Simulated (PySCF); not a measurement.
Gas-phase reaction: i-Si₄H₁₀ + 2 HCl = 3 SiH₄ + SiCl₂

Method: PySCF energies plus ideal-gas RRHO corrections (1 bar). † marks an energy on the PBE0/def2-TZVP geometry and frequencies; other levels use their own. MP2 and CCSD(T) freeze the core. 6-31G* has spherical d functions here. All species are closed-shell singlets. B3LYP is the form with VWN-RPA correlation. MP2 isn't extrapolated to the basis-set limit; its ΔH°(298 K) is -29.5 kJ in def2-SVP and -34.6 kJ in def2-TZVPP. CCSD(T) isn't extrapolated to the basis-set limit. The harmonic model lacks anharmonicity and excited electronic states, which grow with temperature; levels with a mode under 35 cm⁻¹ are left out. Internal rotation in i-Si₄H₁₀ is treated as a harmonic vibration of one conformer, which makes the entropy rough.

| level | ΔE electronic, kJ | ΔH°(298 K), kJ | ΔS°(298 K), J/K | ΔG°(2500 K), kJ |
|---|---|---|---|---|
| B3LYP/6-31G* | -69 | -74 | 113 | -262 |
| B3LYP/def2-TZVP† | -66 | -72 | 113 | -260 |
| BLYP/def2-TZVP† | -80 | -86 | 113 | -274 |
| CCSD(T)/def2-SVP† | -28 | -34 | 113 | -222 |
| HF/6-31G* | -80 | -85 | 116 | -280 |
| HF/def2-TZVP† | -81 | -86 | 113 | -274 |
| MP2/def2-SVP† | -24 | -29 | 113 | -217 |
| PBE/def2-SVP | -15 | -21 | 114 | -212 |
| PBE0/def2-TZVP | -9 | -15 | 113 | -203 |
ΔH° is lowest at HF/def2-TZVP† and highest at PBE0/def2-TZVP. No reference value is set beside these.
